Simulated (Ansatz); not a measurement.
# CH2O+ (doublet): the correlation ladder, def2-TZVPP

The task here is to estimate one member of a computed series from the others.

Method: def2-TZVPP, core rule «outside noble gas», up to 2 orbitals frozen; program: Ansatz 0.2.0, Gaussian basis.

The runs, in order: UHF; ROHF; CCSD(T) on UHF.

2 further runs of the same task are left out: 2 set aside as unsound or not needed.

## The geometry

The geometry is a PBE0/def2-TZVP stationary point (not a proven minimum) of the parent state, kept for this charge and spin.

4 atoms, charge 1, spin multiplicity 2.

Atoms are counted from 1 here; the program's logs count them from 0.

Bond lengths: O1–C2 1.195 Å, C2–H3 1.109 Å, C2–H4 1.109 Å. Angles: O1–C2–H3 122.0°, O1–C2–H4 122.0°, H3–C2–H4 115.9°.

Set-up of the first run:

Input file in.yaml:

```yaml
crystal:
  periodic: [false, false, false]
  atoms:
    - {symbol: O, position_ang: [0.000000, 0.000000, 0.597913]}
    - {symbol: C, position_ang: [0.000000, 0.000000, -0.597504]}
    - {symbol: H, position_ang: [0.000000, -0.940035, -1.185490]}
    - {symbol: H, position_ang: [0.000000, 0.940035, -1.185490]}
basis:
  gaussian: {orbitals: def2-TZVPP}
total_charge: 1
magnetization: {spin_polarized: true, initial_magnetization: 1}
hamiltonian: {xc: hf}
output: {orbitals: {seedname: orbitals}}
```

Run with:

```bash
ansatz run in.yaml --threads 1 --pin off --events-out ev --progress --plain --max-ram 4096MiB --backend cpu
```

Steps of the session up to this table: UHF; ROHF; CCSD(T) on UHF.

One of the session's tables, all rows but one given; the rest of the session is left out.

It belongs to the step «Misses and costs». 

```
  method  from UCCSD(T) (meV)
    ROHF                    ?
     UHF             +10043.8
    UMP2              +1163.1
   UCCSD               +376.4
UCCSD(T)                    0
```

Estimate the missing values for ROHF.

As computed: from UCCSD(T) (meV): +10264.4. In the column «from UCCSD(T) (meV)» it is the highest.
